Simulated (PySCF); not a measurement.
Molecule: SMILES CC#CCS, C4H6S.

Atoms are numbered as in `[CH3:1][C:2]#[C:3][CH2:4][SH:5]`; H(Xn) means a hydrogen on atom n.

Geometry PBE0-D3(BJ)/def2-SVP throughout; GIAO in PySCF 2.14, gas phase, one conformer, non-relativistic; equivalent atoms averaged; basis pcSseg-2.

**Question.** How do the absolute shieldings σ depend on the functional? (ppm; last column core-seconds on 1 thread of an Arm Neoverse V2, shared host)

**Answer.** 
```
functional                    kind     C2     C3     C4     C1     S5  H(C4)  H(S5)  H(C1)  core-s
        HF            Hartree–Fock  104.4  108.4  177.3  188.0  561.7  28.87  29.54  29.85      16
       LDA                     LDA   89.4   91.3  160.1  177.6  511.6  27.41  28.74  28.90      27
       PBE                     GGA   93.6   94.9  158.0  174.7  514.8  27.83  29.32  29.26      35
      BLYP                     GGA   90.8   91.6  152.8  170.3  481.1  28.02  29.58  29.41      35
      BP86                     GGA   93.8   95.1  157.6  174.1  509.8  27.91  29.40  29.32      33
      OPBE                     GGA  100.9  102.7  162.4  178.0  553.4  27.84  29.30  29.30      35
       KT2                     GGA  103.0  103.4  161.1  177.1  535.7  27.73  29.28  29.18      35
       KT3                     GGA  103.7  104.2  159.1  175.1  533.3  27.91  29.51  29.35      32
     B97-D                     GGA   97.2   98.2  156.6  173.4  507.2  28.04  29.54  29.44      30
     B3LYP           global hybrid   93.5   94.9  158.9  174.9  501.8  28.20  29.50  29.48      22
      PBE0           global hybrid   96.8   98.9  164.9  179.6  537.5  28.10  29.28  29.39      24
  mPW1PW91           global hybrid   96.4   98.5  164.0  178.7  532.7  28.15  29.35  29.44      28
      WP04           global hybrid   91.0   92.8  148.5  165.0  466.8  28.52  29.92  29.74      37
     B97-2           global hybrid   98.8  100.6  163.3  178.2  534.3  28.19  29.42  29.48      42
 BHandHLYP           global hybrid   97.4   99.7  166.5  180.4  525.3  28.43  29.44  29.58      31
 CAM-B3LYP  range-separated hybrid   94.7   96.5  164.8  179.4  513.5  28.33  29.33  29.51      41
   wB97X-D  range-separated hybrid   96.9   98.8  166.3  180.1  530.2  28.39  29.35  29.57      39
   LC-wPBE  range-separated hybrid   96.8   99.4  172.6  184.5  551.1  28.54  29.26  29.65      46
```

**Question.** Which nucleus moves most, in ppm?

**Answer.** S5 (thiol sulfur): from 466.8 ppm with WP04 to 561.7 ppm with HF. The smallest spread is 0.95 ppm, at H(C1). Proton shifts span only some 12 ppm, so a few tenths of a ppm matter as much there as several ppm in carbon.
